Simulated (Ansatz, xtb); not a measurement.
AlH3NSi: where a starting geometry ends

The starting geometry of this gas-phase doublet was built from a drawn formula by distance geometry and a force field; its bonds are those of `[NH][AlH][SiH]`.

```xyz
6

Al    0.0193   -1.7190    2.9622
N    -0.9477   -0.7390    4.1788
Si   -0.9082   -2.3302    0.9182
H    -1.2173    0.2090    3.6833
H     1.5533   -2.1983    3.2850
H    -0.0987   -1.8131   -0.2158
```

Problem. Predict what it relaxes into with r2SCAN-D4/def2-SVP.

Solution. It rearranges to `[NH]1[AlH][SiH]1`. Contacts that close: N2–Si3 (3.63 → 1.79 Å).

The energy falls by 2.82 eV over 15 steps:

```
step  E − E(last) (eV)
   1             2.823
   3             2.409
   4             2.310
   6             2.199
   7             2.019
   9             1.010
  10             0.400
  12             0.026
  13             0.009
  15             0.000
```

Final geometry (Å):

```xyz
6

Al    0.6086   -2.1137    3.0599
N    -0.7690   -0.9823    2.8790
Si   -1.0077   -1.9479    1.3858
H    -1.2408   -0.1397    3.2028
H     1.7385   -2.3203    4.1498
H    -0.9289   -1.0867    0.1345
```

From the same start GFN2-xTB reaches the same bonding as this run.

The end wasn't checked by frequencies. Open shells are spin-unrestricted. Run with Ansatz 0.2.0, 4.3 min on 1 thread of Arm Neoverse N1, on a shared host.
